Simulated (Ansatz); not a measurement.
The same path of C2H5OS (9 atoms, charge 1, multiplicity 1) was run twice with different band settings. The coordinate that changes most is the dihedral C2–C3–S4–H9.

Method: RKS PBE0-D4/def2-mTZVP (Ansatz 0.2.0).

Relaxed end points:

```xyz
9
Properties=species:S:1:pos:R:3
O -0.242 1.659 -1.326
C -0.526 0.692 -0.486
C 0.457 -0.088 0.001
S -0.030 -1.339 1.106
H -1.031 2.146 -1.602
H -1.567 0.547 -0.203
H 1.502 0.024 -0.256
H 0.839 -1.193 2.146
H 0.597 -2.447 0.621
```

```xyz
9
Properties=species:S:1:pos:R:3
O -0.372 1.596 -1.261
C -0.393 0.584 -0.424
C 0.755 -0.028 -0.084
S 0.857 -1.381 1.017
H -1.257 1.953 -1.427
H -1.360 0.273 -0.029
H 1.720 0.272 -0.470
H -0.079 -2.266 0.574
H 0.130 -1.003 2.104
```

Common settings: movable images 5; climbing image yes; spring 5.0 eV/Å²; start path IDPP; force threshold 0.05 eV/Å; iteration limit 60; end points relaxed.

| run | optimiser |
| --- | --- |
| 1 | quadratic models (default) |
| 2 | lbfgs |

What does each run give, and how far can it be trusted?

Run 1: converged after 6 iterations, highest image 0.309 eV above the first end. A vibrational analysis at the climbing image gives one clearly imaginary mode, 249i cm⁻¹: a first-order saddle point.
Run 2: converged after 29 iterations, highest image 0.309 eV above the first end. Another band between the same ends (5 images) ends at a top of the same energy, where a vibrational analysis finds 1 clearly imaginary mode.
Limits of this set-up: the dipole of an ion depends on the origin.
